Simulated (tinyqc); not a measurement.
Worked calculation: MP2 on RHF in the sto-6g basis, frozen core, for LiH, spin multiplicity 1. One step of it, computed by the program tinyqc.

Question. Second-order Moller-Plesset energy. E2 = sum_ijab (ia|jb) [2 (ia|jb) - (ib|ja)] / (e_i + e_j - e_a - e_b) over occupied i, j and virtual a, b; the opposite-spin part is (ia|jb)^2 / denominator, the rest is same-spin, and SCS-MP2 scales them by 6/5 and 1/3.

orbital energies (hartree): MO1 -2.385299, MO2 -0.293285, MO3 0.079370, MO4 0.162602, MO5 0.162602, MO6 0.571387

Two-electron integrals over orbitals (pq|rs), unique and non-zero (hartree); the lowest 1 orbital is frozen and left out:
```
(22|22) 0.496430    (32|22) -0.045644   (32|32) 0.011451    (33|22) 0.225471
(33|32) 0.006133    (33|33) 0.340349    (42|42) 0.023545    (43|42) 0.018962
(43|43) 0.041383    (44|22) 0.274538    (44|32) 0.004810    (44|33) 0.282721
(44|44) 0.313125    (52|52) 0.023545    (53|52) 0.018962    (53|53) 0.041383
(54|54) 0.016875    (55|22) 0.274538    (55|32) 0.004810    (55|33) 0.282721
(55|44) 0.279374    (55|55) 0.313125    (62|22) 0.133124    (62|32) -0.032550
(62|33) -0.010896   (62|44) -0.011836   (62|55) -0.011836   (62|62) 0.124338
(63|22) -0.049766   (63|32) 0.007648    (63|33) 0.035531    (63|44) 0.000899
(63|55) 0.000899    (63|62) -0.029785   (63|63) 0.025135    (64|42) -0.019592
(64|43) -0.014174   (64|64) 0.019860    (65|52) -0.019592   (65|53) -0.014174
(65|65) 0.019860    (66|22) 0.459524    (66|32) -0.040642   (66|33) 0.241547
(66|44) 0.269878    (66|55) 0.269878    (66|62) 0.140483    (66|63) -0.042389
(66|66) 0.458117
```

Hartree-Fock energy = -7.95346662 hartree

Give: Terms; Pair energies; MP2 correlation energy; SCS-MP2 correlation energy; MP2 total energy.

Answer.

Terms:
```
i  j  a  b  (ia|jb)  (ib|ja)  denominator       term
2  2  6  6    0.124    0.124       -1.729     -0.009
2  2  3  6   -0.033   -0.033       -1.237  -8.56e-04
2  2  6  3   -0.033   -0.033       -1.237  -8.56e-04
2  2  4  4    0.024    0.024       -0.912  -6.08e-04
2  2  5  5    0.024    0.024       -0.912  -6.08e-04
2  2  3  3    0.011    0.011       -0.745  -1.76e-04
```

Pair energies (hartree; pair i-j sums ij and ji):
```
pair  opposite spin  same spin
2-2          -0.012          0
```

MP2 correlation energy = -0.01204 hartree

SCS-MP2 correlation energy = -0.01445 hartree

MP2 total energy = -7.96551 hartree
